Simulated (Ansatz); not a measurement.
**Al2H (quartet): wave-function methods side by side at distance Al1–Al2 = 6.453 Å, 6-31G**

Aim: climb from Hartree-Fock through coupled cluster and multireference methods for Al2H (quartet) at one geometry and basis, and see what each rung misses.

Method: 6-31G, core rule «outside noble gas», up to 10 orbitals frozen; program: Ansatz 0.2.0, Gaussian basis.

To be run: UHF; CCSD(T) on ROHF; CCSD(T) on UHF; BCCD(T) on ROHF; CISD; CCSDT(Q) on ROHF; CCSDT(Q) on UHF; CISDTQ; CCSDTQ on ROHF; CCSDTQ on UHF; CASSCF and MRCISD+Q, 5 electrons in 5 orbitals; CASSCF and NEVPT2, 5 electrons in 5 orbitals; CASSCF and MRCISD+Q, 7 electrons in 9 orbitals; CASSCF and NEVPT4(SD), 7 electrons in 9 orbitals; CASSCF and NEVPT2, 7 electrons in 9 orbitals; Full CI.

20 further runs of the same task are left out: 18 that didn't finish, 2 set aside as unsound or not needed.

## Step 1: The geometry

The geometry derives from a PBE0/def2-TZVP stationary point (not a proven minimum). One bond is set to the value named and the two fragments are kept rigid.

3 atoms, charge 0, spin multiplicity 4.

Atoms are counted from 1 here; the program's logs count them from 0.

Bond lengths: Al1–H3 1.583 Å.

## Step 2: UHF

The input, in.yaml:

```yaml
crystal:
  periodic: [false, false, false]
  atoms:
    - {symbol: Al, position_ang: [0.000000, 0.000000, 1.623251]}
    - {symbol: Al, position_ang: [0.000000, 0.000000, -4.829749]}
    - {symbol: H, position_ang: [0.000000, 0.000000, 3.206498]}
basis:
  gaussian: {orbitals: 6-31G}
magnetization: {spin_polarized: true, initial_magnetization: 3}
hamiltonian: {xc: hf}
output: {orbitals: {seedname: orbitals}}
```

Run with:

```console
$ ansatz run in.yaml --threads 1 --pin off --events-out ev --progress --plain --max-ram 2393MiB
```

The runs that follow: CCSD(T) on ROHF; CCSD(T) on UHF; BCCD(T) on ROHF; CISD; CCSDT(Q) on ROHF; CCSDT(Q) on UHF; CISDTQ; CCSDTQ on ROHF; CCSDTQ on UHF; CASSCF and MRCISD+Q, 5 electrons in 5 orbitals; CASSCF and NEVPT2, 5 electrons in 5 orbitals; CASSCF and MRCISD+Q, 7 electrons in 9 orbitals; CASSCF and NEVPT4(SD), 7 electrons in 9 orbitals; CASSCF and NEVPT2, 7 electrons in 9 orbitals; Full CI.

**Question.** What will the summary of the whole plan be? Wanted: FCI below the RHF energy; RMP2 from FCI; UMP2 from FCI; RCCSD from FCI; RCCSD(T) from FCI; UCCSD(T) from FCI; RCCSDT(Q) from FCI; UCCSDT(Q) from FCI; NEVPT2 pair from FCI.

As calculated:

| quantity | value |
| --- | --- |
| FCI below the RHF energy | -1.5858 eV |
| RMP2 from FCI | +14.77 kcal/mol |
| UMP2 from FCI | +14.63 kcal/mol |
| RCCSD from FCI | +0.44 kcal/mol |
| RCCSD(T) from FCI | +0.16 kcal/mol |
| UCCSD(T) from FCI | +0.14 kcal/mol |
| RCCSDT(Q) from FCI | 0.00 kcal/mol |
| UCCSDT(Q) from FCI | -0.01 kcal/mol |
| NEVPT2 pair from FCI | +11.04 kcal/mol |
| MRCISD+Q pair from FCI | -0.58 kcal/mol |
| NEVPT2 valence from FCI | +3.33 kcal/mol |
| levels within 1 kcal/mol (43 meV) | RCCSD, UCCSD, RCCSD(T), UCCSD(T), BCCD(T), RCCSDT, UCCSDT, CISDTQ, RCCSDT(Q), UCCSDT(Q), RCCSDTQ, UCCSDTQ, MRCISD pair, MRCISD+Q pair, NEVPT4(SD) valence, MRCISD valence, MRCISD+Q valence |
| T1 diagnostic | 0.020 |
| effectively unpaired electrons | 3.06 |

RCCSD(T) lands +0.16 kcal/mol from the yardstick (0.4 % of the correlation energy). MRCISD+Q pair falls below full CI: the +Q correction isn't variational, and the cores differ from full CI's. One determinant dominates. Of the multireference levels listed MRCISD+Q valence comes nearest in total energy (+0.04 kcal/mol), which doesn't show that its space is the better one. These misses are within one basis, not against nature; the frozen cores of restricted and unrestricted runs differ, which can shift their rows.
